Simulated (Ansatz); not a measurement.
# CH₄SSi: taking an electron away

The task here is to estimate one member of a computed series from the others.

The runs use Ansatz 0.2.0, Gaussian basis; unrestricted cation, the program's frozen cores in correlated methods.

Plan: UKS PBE-D4/def2-TZVPP; UKS r2SCAN-D4/def2-TZVPP; UKS PBE0-D4/def2-TZVPP; UKS B3LYP-D4/def2-TZVPP; UKS wB97X-V/def2-TZVPP; UKS wB97M-V/def2-TZVPP; UKS B2PLYP/def2-TZVPP; UHF-CCSD(T)/def2-TZVPP; UHF-MP2/def2-QZVPP; extrapolation to the limit; then −ε(HOMO) from the neutral's earlier runs with LDA (SPW92), PBE-D4, revPBE-D4, BLYP-D4, r2SCAN-D4, B97M-V, PBE0-D4, B3LYP-D4, r2SCANh-D4, r2SCAN0-D4, HSE06-D4, BHLYP-D4, CAM-B3LYP-D4, LC-ωPBE, ωB97X-V, ωB97M-V.

1 further run of the same task is left out (it didn't finish).

**The relaxed structure**

All runs share one geometry, relaxed beforehand with PBE0-D4 in a triple-zeta def2 set.

7 atoms, charge 0, spin multiplicity 1.

Atoms are counted from 1 here; the program's logs count them from 0.

Bond lengths: C1–S2 1.812 Å, C1–H4 1.090 Å, C1–H5 1.090 Å, C1–H6 1.090 Å, S2–Si3 2.094 Å, Si3–H7 1.525 Å. Angles: S2–C1–H4 108.9°, S2–C1–H5 110.6°, S2–C1–H6 108.9°, H4–C1–H5 109.7°, H4–C1–H6 109.1°, H5–C1–H6 109.7°, C1–S2–Si3 103.9°, S2–Si3–H7 89.2°.

The first run:

The input, in.yaml:

```yaml
crystal:
  periodic: [false, false, false]
  atoms:
    - {symbol: C, position_ang: [-0.838765, 0.607660, -0.359223]}
    - {symbol: S, position_ang: [-0.158737, -0.792577, 0.569081]}
    - {symbol: Si, position_ang: [1.906295, -0.649977, 0.254126]}
    - {symbol: H, position_ang: [-1.381047, 1.256930, 0.327781]}
    - {symbol: H, position_ang: [-0.040297, 1.170978, -0.843238]}
    - {symbol: H, position_ang: [-1.529521, 0.229771, -1.112643]}
    - {symbol: H, position_ang: [2.103272, -1.890684, 1.118416]}
basis:
  gaussian: {orbitals: def2-TZVPP}
total_charge: 1
magnetization: {spin_polarized: true, initial_magnetization: 1}
hamiltonian: {xc: pbe, dispersion: d4}
```

Started as:

```console
$ ansatz run in.yaml --threads 4 --pin off --events-out ev --progress --plain --max-ram 10444MiB
```

Among the steps run: Cation, UKS PBE-D4/def2-TZVPP; Cation, UKS r2SCAN-D4/def2-TZVPP; Cation, UKS PBE0-D4/def2-TZVPP; Cation, UKS B3LYP-D4/def2-TZVPP; Cation, UKS wB97X-V/def2-TZVPP; Cation, UKS wB97M-V/def2-TZVPP; Cation, UKS B2PLYP (frozen core)/def2-TZVPP; Cation, UHF-CCSD(T)/def2-TZVPP; Cation, UHF-MP2/def2-QZVPP.

One table of the session follows, with a row left open; its other results are not shown here.

It belongs to the step «Ionisation energies side by side». For comparison, −ε(HOMO) of the neutral from earlier runs:

```
  functional  −ε(HOMO) (eV)
 LDA (SPW92)           5.72
      PBE-D4           5.63
   revPBE-D4           5.60
     BLYP-D4           5.50
   r2SCAN-D4           5.84
      B97M-V           5.92
     PBE0-D4           6.68
    B3LYP-D4           6.49
  r2SCANh-D4           6.22
  r2SCAN0-D4           6.80
    HSE06-D4           6.28
    BHLYP-D4           7.61
CAM-B3LYP-D4           7.93
     LC-ωPBE           9.22
     ωB97X-V           8.90
     ωB97M-V              ?
```

Estimate the missing values for ωB97M-V.

The run gave: −ε(HOMO) (eV): 8.72. In the column «−ε(HOMO) (eV)» it lies between CAM-B3LYP-D4 (7.93) and ωB97X-V (8.90).

To keep in mind: The cation may have settled in a state other than its lowest; no search over hole states beyond the program's own was made.
